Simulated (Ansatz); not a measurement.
Density of states of Ge (Fd-3m, a = 5.675 Å, b = 5.675 Å, c = 5.675 Å, α = 90.00°, β = 90.00°, γ = 90.00°), in states per eV and primitive cell, averaged over bins of 0.3 eV. Theory: Ansatz 0.2.0, DFT r2SCAN, scalar-relativistic, plane waves, PAW.

Cutoff 500 eV; k points 12×12×12 on the computed 2-atom cell (Γ-centred); Gaussian smearing, width 0.02 eV; no spin polarisation.

The cell is relaxed at this level. The states (both spins) are summed by tetrahedra on a 18×18×18 mesh at the self-consistent density. Energies are bin centres; the table starts no lower than −8 eV and ends at 6 eV, or lower where the solved bands end.

The gap is 0.35 eV at this level, with the zero inside it.

```csv
E − E_F (eV),total,Ge 4p,Ge 4s
-7.90,1.11,0.56,0.54
-7.60,0.67,0.33,0.34
-7.30,0.51,0.25,0.26
-7.00,0.42,0.20,0.21
-6.70,0.35,0.17,0.18
-6.40,0.30,0.15,0.15
-6.10,0.26,0.13,0.13
-5.80,0.22,0.11,0.11
-5.50,0.19,0.09,0.09
-5.20,0.16,0.08,0.08
-4.90,0.14,0.07,0.06
-4.60,0.77,0.69,0.07
-4.30,1.21,1.12,0.08
-4.00,1.03,0.94,0.08
-3.70,1.10,1.01,0.08
-3.40,1.38,1.29,0.07
-3.10,1.43,1.36,0.07
-2.80,1.35,1.28,0.06
-2.50,1.27,1.21,0.05
-2.20,1.19,1.14,0.04
-1.90,1.13,1.09,0.03
-1.60,0.88,0.86,0.02
-1.30,0.53,0.51,0.01
-1.00,0.35,0.34,0.01
-0.70,0.22,0.21,0.00
-0.40,0.10,0.10,0.00
-0.10,0.00,0.00,0.00
0.20,0.00,0.00,0.00
0.50,0.06,0.02,0.03
0.80,0.31,0.17,0.12
1.10,0.68,0.40,0.24
1.40,1.04,0.62,0.34
1.70,1.63,1.01,0.50
2.00,1.53,0.97,0.45
2.30,1.00,0.63,0.28
2.60,0.91,0.60,0.22
2.90,1.07,0.70,0.25
3.20,0.94,0.67,0.17
3.50,1.35,1.05,0.14
3.80,1.63,1.26,0.15
4.10,1.17,0.90,0.11
4.40,0.97,0.75,0.08
4.70,1.15,0.84,0.08
5.00,1.43,0.99,0.09
5.30,1.37,0.91,0.10
5.60,1.14,0.75,0.09
```

The columns after the total are the Löwdin projections on the occupied valence shells of the potentials. The rest of the total lies in shells that are empty in the free atom, which aren't projected, and between the atoms.